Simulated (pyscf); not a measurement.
H₃C–O–Si(CH₃)(O–CH₃)–O–CH₃ + H• → CH₄ + H₃C–O–Si(CH₃)(O•)–O–CH₃, a substitution at C (doublet surface; C–O broken, C–H formed). Optimised with ωB97X-D3(BJ)/def2-SVP in PySCF. Energies in kJ/mol from the separated reactants.

AM1 to PM7: differences of heats of formation from MOPAC, which are fitted to 298 K values and so differ in kind from electronic energies by zero-point and thermal terms. Open shells are spin-unrestricted. 

In single points PM6 puts the saddle at 78.3 kJ/mol and the reaction energy at -5.9 kJ/mol. Should these be trusted to within a few kcal/mol? Compare with ωB97M-D3(BJ)/def2-TZVP.

ωB97M-D3(BJ)/def2-TZVP gives ΔE‡ = 119.5 kJ/mol and ΔE = -59.8 kJ/mol. PM6 lies 41.2 kJ/mol under it in the barrier and 53.9 kJ/mol over it in the reaction energy, so on this step it does not hold to within 12.6 kJ/mol. ωB97M-D3(BJ)/def2-TZVP has limits of its own. Abstraction by the radical was not located in this set and often lies lower. H₃C–O–Si(CH₃)(O–CH₃)–O–CH₃ lies 71.2 kJ/mol over its isomer H₃C–CH₂–O–Si(CH₃)(OH)–O–CH₃ (electronic energy, ωB97M-D3(BJ)/def2-TZVP). This is the saddle that the search found; another between the same sides may lie lower. The angle at the attacked C is 176°.
